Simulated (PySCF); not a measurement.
Structure problem from calculated spectra and properties.

Formula: C2H4F3N.

- Triplet: lowest triplet excitation (Tamm–Dancoff): 6.12 eV [TDA B3LYP/def2-SVPD]
- UV, first state: lowest singlet excitation: 6.41 eV (193 nm, f = 0.011) [TDDFT B3LYP/def2-SVPD]
- UV, strongest line: among the 10 lowest singlet transitions: S4 at 8.23 eV (151 nm, f = 0.056) [TDDFT B3LYP/def2-SVPD]
- Rotational structure: rotational constants A, B, C: 5.326, 2.830, 2.795 GHz [PBE0-D3(BJ)/def2-SVP]
- Polarisability: 38.2 au [B3LYP/def2-SVPD]
- Dipole: 3.11 D [B3LYP/def2-SVPD]
- Couplings: largest of the computed one-bond spin–spin couplings (means over like bonds): 19F–13C -342.8 (×3), 13C–1H +139.0 (×2), 13C–13C +69.5, 15N–1H -69.3 (×2), 15N–13C -5.8 Hz [B3LYP/pcJ-1, spin–dipole term left out for some pairs]
- Valence photoelectron: vertical ionisation energy: 10.35 eV [ΔSCF B3LYP/def2-SVPD]
- XPS: C1s 292.7, C1s 298.2, N1s 405.8, F1s 693.9 (×3) eV [ΔSCF SCAN, pcX-2 on the ionised atom, pcseg-1 elsewhere, spin-free X2C]

The electronic properties come from PySCF, for the isolated species, density fitting. Levels stand in brackets. One conformer (not necessarily the lowest) at the PBE0-D3(BJ)/def2-SVP geometry, without solvent, vibrations or thermal averaging.

Q: Give a SMILES that accounts for the data.

A: Numbering: `[NH2:1][CH2:2][C:3]([F:4])([F:5])[F:6]`. Its formula, C2H4F3N, gives 0 degrees of unsaturation, so no ring and no π bond. The couplings run between: -342.8 Hz, fluorine of a CF3 group [F4] and CF3 carbon [C3] (with 2 like pairs); +139.0 Hz, sp3 carbon bound to nitrogen [C2] and its hydrogen (with 1 like pair); +69.5 Hz, sp3 carbon bound to nitrogen [C2] and CF3 carbon [C3]; -69.3 Hz, primary amine nitrogen [N1] and its hydrogen (with 1 like pair); -5.8 Hz, primary amine nitrogen [N1] and sp3 carbon bound to nitrogen [C2]. The core levels belong to: C1s 292.7 eV, sp3 carbon bound to nitrogen [C2]; C1s 298.2 eV, CF3 carbon [C3]; N1s 405.8 eV, primary amine nitrogen [N1]; F1s 693.9 eV, fluorine of a CF3 group [F4/F5/F6]. One atom of each topological class was ionised and stands for its class. The first electron is taken from the HOMO, whose largest Löwdin shares are 0.65 on the primary amine nitrogen, 0.13 on the sp3 carbon bound to nitrogen, 0.06 on a methylene hydrogen and 0.06 on an N–H hydrogen. By its constants the optimised geometry is a nearly prolate symmetric top. Structure: 2,2,2-trifluoroethylamine, `NCC(F)(F)F`. The assignments are read from this structure; whether some other isomer fits the data as well wasn't checked.

The values belong to the conformer `[NH2:1][CH2:2][C:3]([F:4])([F:5])[F:6]`: N1–C2–C3–F4 57°, H–N1–C2–C3 170°, H–N1–C2–C3 -70°.
